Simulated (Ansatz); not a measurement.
**PH₂+ (triplet): B2PLYP, RPA-PBE over a scan of the scale of all distances, cc-pVDZ**

How well do these functionals follow the top wave-function level for PH₂+ (triplet) over a scan of the scale of all distances?

Computed with Ansatz 0.2.0, Gaussian basis. Level: cc-pVDZ, all electrons in the functionals, frozen cores in the correlation of double hybrids and RPA.

Plan: B2PLYP, RPA-PBE, at 0.881; 1.000; 1.133; 1.278; 1.527; 1.731; 2.008; 2.384.

10 further runs of the same task are left out: 5 that didn't finish, 5 set aside as unsound or not needed.

## (1) The system

The geometry derives from a PBE0/def2-TZVP stationary point (not a proven minimum). All distances are scaled together.

3 atoms, charge 1, spin multiplicity 3.

Atoms are counted from 1 here; the program's logs count them from 0.

Bond lengths: P1–H2 1.416 Å, P1–H3 1.416 Å. Angles: H2–P1–H3 122.2°.

As a file:

```
P     0.00000   -0.04181    0.00000
H     0.00000    0.64245   -1.23972
H     0.00000    0.64245    1.23972
```

No dispersion term is added.

The geometry shown and the zero of energy belong to the point 1.000. The yardstick, FCI, and other wave-function levels (R restricted, U unrestricted, valence and pair active spaces) come from earlier runs.

## (2) B2PLYP, 0.881

The input, in.yaml:

```yaml
crystal:
  periodic: [false, false, false]
  atoms:
    - {symbol: P, position_ang: [0.000000, -0.036837, 0.000000]}
    - {symbol: H, position_ang: [0.000000, 0.566000, -1.092192]}
    - {symbol: H, position_ang: [0.000000, 0.566000, 1.092192]}
basis:
  gaussian: {orbitals: cc-pVDZ}
total_charge: 1
magnetization: {spin_polarized: true, initial_magnetization: 2}
hamiltonian: {xc: {name: B2PLYP}}
correlation: {electrons: outside_noble_gas}
```

Launch:

```console
ansatz run in.yaml --threads 1 --pin off --events-out ev --progress --plain --max-ram 2393MiB
```

Further steps of the session: B2PLYP, 1.000; B2PLYP, 1.133; B2PLYP, 1.278; B2PLYP, 1.527; B2PLYP, 1.731; B2PLYP, 2.008; B2PLYP, 2.384; RPA-PBE, 0.881; RPA-PBE, 1.000; RPA-PBE, 1.133; RPA-PBE, 1.278; RPA-PBE, 1.527; RPA-PBE, 1.731; RPA-PBE, 2.008; RPA-PBE, 2.384.

Before running them: what should the planned runs give, taken together? Wanted: span of the FCI curve; largest miss, B2PLYP; largest miss, RPA-PBE.

As calculated:

| quantity | value |
| --- | --- |
| span of the FCI curve | 135.9 kcal/mol |
| largest miss, B2PLYP | +5.5 kcal/mol (1.731) |
| largest miss, RPA-PBE | -9.0 kcal/mol (2.384) |

**Reading.** Of the functionals, B2PLYP keep the smallest largest miss at the points compared (at most 5.5 kcal/mol) and RPA-PBE strays most (9.0 kcal/mol, at 2.384). B2PLYP, RPA-PBE clearly break the spin symmetry at some points (⟨S²⟩ up to 0.98 above the pure value), so energy there is bought with a mixed spin. Functionals and the yardstick converge differently with the basis, so part of each miss in cc-pVDZ is the basis.
